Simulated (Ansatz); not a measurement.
2H-SiC: PBE at its full settings (plane-wave cutoff 520 eV, 12×12×8 k mesh (along the axes of the cell as run), Fermi–Dirac smearing 0.01 eV, scalar-relativistic PAW data made under PBE) and at cheaper ones, in a cell of 4 atoms with Γ-centred meshes.

```json
[
 {"level and setting": "PBE (Ansatz)", "lattice constant a (Å)": "3.092", "lattice parameter c (Å)": "5.074", "bulk modulus (GPa)": "214"},
 {"level and setting": "PBE (300 eV cutoff) (Ansatz)", "lattice constant a (Å)": "3.093", "lattice parameter c (Å)": "5.076", "bulk modulus (GPa)": "220"},
 {"level and setting": "PBE (2×2×2 k mesh) (Ansatz)", "lattice constant a (Å)": "3.137", "lattice parameter c (Å)": "4.975", "bulk modulus (GPa)": "204"},
 {"level and setting": "PBE (4×4×4 k mesh) (Ansatz)", "lattice constant a (Å)": "3.096", "lattice parameter c (Å)": "5.065", "bulk modulus (GPa)": "213"},
 {"level and setting": "PBE (6×6×6 k mesh) (Ansatz)", "lattice constant a (Å)": "3.092", "lattice parameter c (Å)": "5.073", "bulk modulus (GPa)": "214"},
 {"level and setting": "PBE (Fermi-Dirac smearing of 0.3 eV) (Ansatz)", "lattice constant a (Å)": "3.092", "lattice parameter c (Å)": "5.075", "bulk modulus (GPa)": "213"}
]
```

Largest shifts from the full settings: lattice constant a +1.46 % (PBE (2×2×2 k mesh)), against a difference of +0.52 % of the full result from the reference 3.076 Å (measured, room temperature, not corrected to a static lattice; as tabulated in Paulus et al. (1997), arXiv:cond-mat/9701136); lattice parameter c -1.95 % (PBE (2×2×2 k mesh)), against a difference of +0.52 % of the full result from the reference 5.048 Å (measured, room temperature, no zero-point or thermal correction; as tabulated in Paulus et al. (1997), arXiv:cond-mat/9701136); bulk modulus -4.7 % (PBE (2×2×2 k mesh)).

Ansatz's density-functional and Hartree–Fock values are scalar-relativistic unless marked +SOC, with PAW data made under PBE.

Run with cheap settings on purpose, which may leave them unconverged: PBE (2×2×2 k mesh), PBE (300 eV cutoff), PBE (4×4×4 k mesh), PBE (6×6×6 k mesh), PBE (Fermi-Dirac smearing of 0.3 eV).

Ansatz is an electronic-structure program.
